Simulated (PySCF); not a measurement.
Record of a relaxation.

Compound: C3H6FN.
Atom-mapped SMILES: `[NH2:1][CH2:2]/[CH:3]=[CH:4]/[F:5]` (hydrogens: H6, H7 on N1; H8, H9 on C2; H10 on C3; H11 on C4)

Computed by this run: PBE0-D3(BJ)/def2-SVP geometry optimisation, gas phase in PySCF 2.14.0; density fitting, grid level 1; the optimiser is geomeTRIC in internal coordinates, started from a GFN2-xTB structure with every atom displaced at random (about 0.01 Å). The frame can shift and turn from step to step; on so coarse a grid that alone can change the energy by a few meV, and forces under 0.02 eV/Å are noise.

Step 0: E = -7401.0671 eV, largest atomic force 2.323 eV/Å
```
atom  x, y, z in Å  |  force x, y, z in eV/Å
N1     -1.207    0.770   -0.220   -0.973   1.043  -0.223
C2     -0.741   -0.574   -0.174    0.620   0.678   0.673
C3      0.718   -0.631    0.076    1.500   0.787   0.159
C4      1.558    0.430    0.093   -1.931  -1.285  -0.130
F5      2.842    0.314    0.328    0.842  -0.073   0.139
H6     -1.125    1.247    0.678    0.082  -0.198   0.012
H7     -2.204    0.801   -0.459    0.387   0.030   0.021
H8     -1.224   -1.184    0.588   -0.396  -0.599   0.429
H9     -0.939   -1.029   -1.125   -0.291  -0.610  -0.974
H10     1.147   -1.614    0.274    0.134  -0.166   0.006
H11     1.214    1.444   -0.076    0.028   0.393  -0.112
```

Step 1: E = -7401.1520 eV, largest atomic force 0.597 eV/Å
```
atom  x, y, z in Å  |  force x, y, z in eV/Å
N1     -1.223    0.804   -0.103    0.131  -0.079  -0.005
C2     -0.740   -0.561   -0.035   -0.128  -0.165  -0.142
C3      0.748   -0.627    0.133   -0.077   0.019  -0.286
C4      1.537    0.399   -0.170    0.415  -0.017   0.429
F5      2.868    0.325   -0.042   -0.214   0.007  -0.111
H6     -1.112    1.248    0.806   -0.019   0.060   0.034
H7     -2.214    0.824   -0.322   -0.076  -0.001  -0.023
H8     -1.217   -1.178    0.759    0.049   0.017  -0.034
H9     -0.993   -1.069   -0.992   -0.039   0.090   0.199
H10     1.200   -1.580    0.428   -0.005   0.081   0.040
H11     1.187    1.387   -0.474   -0.037  -0.013  -0.100
```

Step 2: E = -7401.1488 eV, largest atomic force 0.420 eV/Å
```
atom  x, y, z in Å  |  force x, y, z in eV/Å
N1     -1.262    0.796   -0.107    0.028   0.000  -0.003
C2     -0.753   -0.558   -0.040    0.096   0.256  -0.035
C3      0.739   -0.595    0.110    0.211  -0.362   0.032
C4      1.584    0.401   -0.141   -0.185   0.235  -0.159
F5      2.910    0.281   -0.040   -0.231  -0.119   0.102
H6     -1.147    1.257    0.795   -0.009  -0.003  -0.012
H7     -2.258    0.796   -0.313    0.004   0.018  -0.006
H8     -1.201   -1.181    0.765    0.044   0.001   0.023
H9     -1.022   -1.072   -0.982    0.030   0.000   0.032
H10     1.178   -1.549    0.415    0.036  -0.076   0.018
H11     1.273    1.396   -0.471   -0.025   0.050   0.009
```

Step 3: E = -7401.1624 eV, largest atomic force 0.139 eV/Å
```
atom  x, y, z in Å  |  force x, y, z in eV/Å
N1     -1.238    0.800   -0.107   -0.004  -0.002   0.001
C2     -0.746   -0.561   -0.040    0.025   0.099   0.030
C3      0.743   -0.614    0.115   -0.021  -0.129  -0.049
C4      1.557    0.404   -0.142    0.015   0.015  -0.071
F5      2.882    0.291   -0.040   -0.038   0.034   0.061
H6     -1.121    1.259    0.795   -0.006  -0.008  -0.009
H7     -2.233    0.813   -0.318    0.018   0.010  -0.006
H8     -1.203   -1.180    0.761    0.001   0.007   0.026
H9     -1.018   -1.069   -0.984    0.001  -0.017  -0.001
H10     1.191   -1.565    0.420    0.014  -0.009  -0.004
H11     1.227    1.393   -0.471   -0.007   0.000   0.021
```

Step 4: E = -7401.1614 eV, largest atomic force 0.224 eV/Å
```
atom  x, y, z in Å  |  force x, y, z in eV/Å
N1     -1.209    0.806   -0.113   -0.026  -0.013   0.005
C2     -0.744   -0.564   -0.042   -0.040  -0.040  -0.033
C3      0.744   -0.645    0.105    0.127   0.019  -0.045
C4      1.539    0.390   -0.147    0.045   0.198   0.096
F5      2.864    0.346   -0.011   -0.025  -0.152  -0.025
H6     -1.081    1.266    0.787   -0.005   0.000   0.006
H7     -2.203    0.840   -0.322    0.006  -0.004  -0.009
H8     -1.209   -1.170    0.767    0.005   0.015   0.015
H9     -1.031   -1.072   -0.981   -0.034  -0.015   0.002
H10     1.194   -1.595    0.411   -0.026   0.008   0.008
H11     1.176    1.371   -0.464   -0.028  -0.016  -0.019
```

Step 5: E = -7401.1648 eV, largest atomic force 0.131 eV/Å
```
atom  x, y, z in Å  |  force x, y, z in eV/Å
N1     -1.223    0.804   -0.113    0.010   0.002   0.005
C2     -0.746   -0.562   -0.042    0.005  -0.002  -0.038
C3      0.744   -0.632    0.101   -0.005   0.005  -0.049
C4      1.548    0.396   -0.149   -0.007   0.029   0.128
F5      2.871    0.314   -0.005    0.014  -0.022  -0.054
H6     -1.096    1.266    0.786   -0.005   0.000   0.004
H7     -2.219    0.828   -0.319    0.004   0.000  -0.009
H8     -1.202   -1.170    0.769    0.010   0.010   0.013
H9     -1.033   -1.073   -0.979   -0.021  -0.016   0.006
H10     1.193   -1.582    0.406   -0.005   0.003   0.009
H11     1.204    1.385   -0.466    0.001  -0.008  -0.014
```

Step 6: E = -7401.1654 eV, largest atomic force 0.078 eV/Å
```
atom  x, y, z in Å  |  force x, y, z in eV/Å
N1     -1.223    0.806   -0.117   -0.005   0.006   0.005
C2     -0.748   -0.560   -0.042    0.019   0.025   0.034
C3      0.742   -0.632    0.102   -0.007   0.002  -0.006
C4      1.550    0.397   -0.133   -0.016  -0.020  -0.074
F5      2.875    0.296   -0.028    0.012   0.015   0.056
H6     -1.097    1.271    0.781   -0.007  -0.008  -0.001
H7     -2.217    0.831   -0.326    0.010   0.004  -0.007
H8     -1.202   -1.165    0.772   -0.014   0.010   0.014
H9     -1.038   -1.074   -0.977    0.006  -0.018  -0.004
H10     1.188   -1.585    0.404    0.000  -0.016  -0.029
H11     1.211    1.387   -0.447    0.003   0.000   0.013
```

Step 7: E = -7401.1665 eV, largest atomic force 0.024 eV/Å
```
atom  x, y, z in Å  |  force x, y, z in eV/Å
N1     -1.220    0.809   -0.120    0.002   0.006   0.001
C2     -0.749   -0.558   -0.042    0.009   0.009   0.001
C3      0.741   -0.636    0.095   -0.006   0.007   0.007
C4      1.551    0.393   -0.135   -0.020  -0.011  -0.007
F5      2.874    0.294   -0.012    0.018   0.005   0.009
H6     -1.093    1.274    0.777   -0.006  -0.004   0.002
H7     -2.214    0.836   -0.328    0.006   0.002  -0.007
H8     -1.202   -1.159    0.777   -0.003   0.008   0.009
H9     -1.045   -1.076   -0.973   -0.003  -0.013  -0.001
H10     1.186   -1.591    0.393   -0.002  -0.009  -0.020
H11     1.212    1.386   -0.443    0.006  -0.001   0.004
```

Step 8: E = -7401.1669 eV, largest atomic force 0.024 eV/Å
```
atom  x, y, z in Å  |  force x, y, z in eV/Å
N1     -1.215    0.814   -0.125    0.012   0.004   0.001
C2     -0.751   -0.555   -0.041   -0.004  -0.004  -0.017
C3      0.739   -0.641    0.089   -0.001   0.007   0.015
C4      1.553    0.386   -0.130   -0.013  -0.004   0.019
F5      2.875    0.282   -0.004    0.011  -0.001  -0.009
H6     -1.090    1.282    0.771   -0.006   0.000   0.003
H7     -2.209    0.845   -0.337    0.001   0.001  -0.006
H8     -1.205   -1.147    0.784    0.003   0.005   0.003
H9     -1.054   -1.078   -0.967   -0.005  -0.004   0.005
H10     1.179   -1.601    0.377   -0.002  -0.004  -0.013
H11     1.219    1.384   -0.428    0.005  -0.001  -0.001
```

Step 9: E = -7401.1673 eV, largest atomic force 0.027 eV/Å
```
atom  x, y, z in Å  |  force x, y, z in eV/Å
N1     -1.207    0.825   -0.133    0.012   0.003   0.001
C2     -0.756   -0.548   -0.040   -0.010  -0.012  -0.021
C3      0.734   -0.650    0.083    0.004   0.002   0.016
C4      1.557    0.374   -0.119   -0.001   0.000   0.022
F5      2.879    0.256    0.006   -0.001  -0.004  -0.015
H6     -1.086    1.295    0.763   -0.004   0.002   0.002
H7     -2.198    0.864   -0.355   -0.003   0.002  -0.004
H8     -1.211   -1.127    0.793    0.005   0.001  -0.004
H9     -1.069   -1.077   -0.959   -0.003   0.006   0.006
H10     1.164   -1.619    0.352   -0.002   0.001  -0.001
H11     1.232    1.379   -0.400    0.002   0.000  -0.002
```

Q: Summarise the path.

A: The energy falls by 2.31 kcal/mol from step 0 to step 9; nine tenths of that is first reached at step 3. It rises by more than 0.2 meV at steps 2 and 4. The largest force goes from 2.323 to 0.027 eV/Å. Among the bonds C2–H9 changes most, from 1.072 to 1.106 Å; the atoms move by 0.057 Å rms after alignment.

The cost below is that of the whole optimisation. The run took 30 s of wall time on Intel Xeon Platinum 8375C at 2.90 GHz, one thread, no GPU, shared host with 96 logical CPUs at a one-minute load of 36, and the process peaked at 0.41 GiB of memory.
